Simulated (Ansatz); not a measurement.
Isomers of C₂H₂FNS, relaxed with PBE0-D4/def2-TZVP in Ansatz; electronic energies, one conformer each and not always the lowest. Functionals use def2-TZVPP; CBS adds triple-zeta CCSD(T) − MP2 to the MP2 limit of def2-TZVPP and def2-QZVPP.

(1) Order them by energy at frozen-core CCSD(T)/CBS, lowest first. (Best estimate.)
A. `FC1(S)C=N1`
B. `FC1=NCS1`
C. `NC1=C(F)S1`

(2) How do B3LYP, PBE-D4, B3LYP-D4, r2SCAN-D4 place them (kcal/mol, against `FC1=NCS1`)? (Estimate.)

Answers

(1) B (0.0 kcal/mol), A (25.6 kcal/mol), C (44.9 kcal/mol).

(2) Ansatz gave: 
```tsv
isomer	B3LYP	PBE-D4	B3LYP-D4	r2SCAN-D4
`NC1=C(F)S1`	38.8	38.9	39.0	39.8
`FC1(S)C=N1`	25.5	27.5	25.7	27.0
```

B3LYP here is the variant with VWN-RPA as its local correlation; programs differ in this.
